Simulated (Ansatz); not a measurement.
## Multireference treatment of C3H4O2, singlet

Calculated in Ansatz's Gaussian-basis code. Basis cc-pVTZ, nonrelativistic, 5 orbitals frozen in the corrections. State-specific CASSCF; RHF is the lowest restricted (open-shell) Hartree–Fock solution met. Solutions may break the symmetry of the shape. Lower solutions, or ones in other orbitals, may exist.

Geometry:

```xyz
9

C     0.0000   -1.6485   -0.9908
C     0.0000   -0.3103   -1.0064
C     0.0000    0.5238    0.2115
O     0.0000    1.7442    0.2064
O     0.0000   -0.2044    1.3610
H     0.0000   -2.2037   -0.0599
H     0.0000   -2.2175   -1.9144
H     0.0000    0.2543   -1.9329
H     0.0000    0.4578    2.0817
```

(1) What do CASSCF and its corrections give against RHF in CAS(6,5), and what are the occupations?

(2) How do single-reference totals in the same basis and frozen core stand against SC-NEVPT2 in CAS(6,5)?

(3) Roughly how much CPU time does a whole run from the default start take (median of such runs, summed over threads; nearly all runs on one pinned thread of a shared server, mostly Xeon at 2.3 to 2.6 GHz, by a development driver)?

Results:

(1) CASSCF -1.539 eV, SC-NEVPT2 -25.524 eV; occupations 2.00, 1.95, 1.91, 0.10, 0.05.

(2) CCSD(T) -1.821 eV. Coupled cluster stands on the determinant that it favours, which can lie over the RHF solution above, and is in doubt where the occupations are far from 0, 1 and 2.

(3) CAS(6,5): about 2.7 min. Other jobs ran beside these, and the count of passes differs.
